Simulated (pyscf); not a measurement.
Optimised with ωB97X-D3(BJ)/def2-SVP in PySCF.

Q: HF + F–CH•–SiH₃ → F–CH₂–F + SiH₃•
Surface: doublet. Broken: F–H, C–Si. Formed: C–F, C–H. Give ΔE‡ and ΔE from ωB97M-D3(BJ)/def2-TZVP, relative to the separated reactants.

A: ΔE‡ = 44.9 kcal/mol, ΔE = +0.8 kcal/mol. Zero-point energy shifts the barrier by +2.1 kcal/mol. It is a concerted two-bond exchange, with an imaginary mode of 843i cm⁻¹. One saddle was located; it need not be the lowest between these sides.
